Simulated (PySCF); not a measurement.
Gas-phase reaction: ethylsilane + Si2H6 → 3 SiH2 + 2 CH4

Computed with PySCF and rigid-rotor harmonic-oscillator thermochemistry at 1 bar. † marks an energy on the PBE0/def2-TZVP geometry and frequencies; other levels use their own. CCSD(T) freezes the core. 6-31G* has spherical d functions here. All species are closed-shell singlets. B3LYP is the form with VWN-RPA correlation. CCSD(T) isn't extrapolated to the basis-set limit.

```tsv
level	ΔH°(298 K), kJ
B3LYP/6-31G*	578
BLYP/def2-TZVP†	[?]
CCSD(T)/def2-SVP†	[?]
CCSD(T)/def2-TZVPP†	605
M06-2X/def2-TZVP†	[?]
PBE/def2-TZVP†	627
PBE0/def2-SVP†	659
ωB97M-V/def2-TZVP†	608
ωB97X-V/def2-TZVP†	[?]
```

### Question
Complete the blanks.

### Answer

- BLYP/def2-TZVP†, ΔH°(298 K), kJ: 542
- CCSD(T)/def2-SVP†, ΔH°(298 K), kJ: 585
- M06-2X/def2-TZVP†, ΔH°(298 K), kJ: 612
- ωB97X-V/def2-TZVP†, ΔH°(298 K), kJ: 660
